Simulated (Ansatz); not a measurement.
A made-up structure of BSiH₄O (charge +1), closed shell:

| atom | x (Å) | y (Å) | z (Å) |
| --- | --- | --- | --- |
| B1 | -1.3433 | 0.3900 | -0.4551 |
| Si2 | 0.4109 | 0.0530 | 0.4736 |
| O3 | 1.4343 | -0.8377 | -0.3349 |
| H4 | -2.2332 | -0.3745 | -0.2650 |
| H5 | 1.3077 | -1.3153 | -1.1696 |
| H6 | 0.8436 | 0.5348 | 1.8043 |
| H7 | 2.3206 | -1.1139 | -0.0707 |

It is relaxed with PBE-D4/def2-SVP and then PBE0-D4/def2-TZVP (Ansatz 0.2.0). Atoms count as bonded within 1.22 times the sum of their covalent radii (H–H: 0.88 Å). The end point is not checked to be a true minimum.

Question: Does its bonding change? (Judge from chemistry; the calculation decides.)

Answer: Computed: No: no bond forms or breaks.

Where it ends: The first stage lowers the energy by 2.18 eV in 17 steps. It ends as BSiH₄O ([BH][SiH][OH2]), total charge +1:
```
7
angstrom
B -1.2317 0.2088 -0.1463
Si 0.1508 -0.6462 0.9034
O 1.4082 -0.9314 -0.4652
H -2.2925 0.3521 -0.6500
H 1.8011 -1.8099 -0.5713
H 0.8704 0.4111 1.6606
H 2.0343 -0.2481 -0.7485
```

Labels in which every atom is bracketed show which atoms are joined, not bond orders.

For scale, one of the runs: PBE0-D4/def2-TZVP relaxation, 123 basis functions, launched by `ansatz run in.yaml --threads 2 --pin off --events-out ev --progress --plain --max-ram 4352MiB`. The run took about 14 s on 2 CPU threads of an Arm Neoverse V2 (shared host).
